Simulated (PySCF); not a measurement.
Gas-phase reaction: 3 B2H6 + 2 N2 = 4 H2BNH2 + 2 BH

Energies from PySCF, thermal terms from the rigid-rotor harmonic-oscillator model, ideal gas at 1 bar. † marks an energy on the PBE0/def2-TZVP geometry and frequencies; other levels use their own. 6-31G* has spherical d functions here. All species are closed-shell singlets. H2BNH2: computed as isolated molecules; such fragments, hydroxides, amides, oligomers or adducts are transient or little studied in the gas. The harmonic model lacks anharmonicity and excited electronic states, which grow with temperature; levels with a mode under 35 cm⁻¹ are left out.

ΔH° and ΔS° at 298 K: HF/6-31G* 355 kJ, 181 J/K; PBE/def2-SVP 494 kJ, 172 J/K; PBE0/def2-SVP† 458 kJ, 176 J/K; PBE0/def2-TZVP 477 kJ, 176 J/K; ωB97X-V/def2-TZVP† 469 kJ, 176 J/K.

Q: With the heat capacities included, give log10 K (1 bar) at 500, 1000, 1200, 1600, 2000 K from HF/6-31G*, PBE/def2-SVP, PBE0/def2-SVP†, PBE0/def2-TZVP, ωB97X-V/def2-TZVP†.

A: 
```json
[
 {"T (K)": "500", "HF/6-31G*": "-27.5", "PBE/def2-SVP": "-42.5", "PBE0/def2-SVP†": "-38.6", "PBE0/def2-TZVP": "-40.5", "ωB97X-V/def2-TZVP†": "-39.7"},
 {"T (K)": "1000", "HF/6-31G*": "-8.7", "PBE/def2-SVP": "-16.6", "PBE0/def2-SVP†": "-14.5", "PBE0/def2-TZVP": "-15.5", "ωB97X-V/def2-TZVP†": "-15.1"},
 {"T (K)": "1200", "HF/6-31G*": "-5.6", "PBE/def2-SVP": "-12.4", "PBE0/def2-SVP†": "-10.5", "PBE0/def2-TZVP": "-11.4", "ωB97X-V/def2-TZVP†": "-11.0"},
 {"T (K)": "1600", "HF/6-31G*": "-1.8", "PBE/def2-SVP": "-7.1", "PBE0/def2-SVP†": "-5.6", "PBE0/def2-TZVP": "-6.3", "ωB97X-V/def2-TZVP†": "-6.0"},
 {"T (K)": "2000", "HF/6-31G*": "0.4", "PBE/def2-SVP": "-4.1", "PBE0/def2-SVP†": "-2.8", "PBE0/def2-TZVP": "-3.3", "ωB97X-V/def2-TZVP†": "-3.1"}
]
```
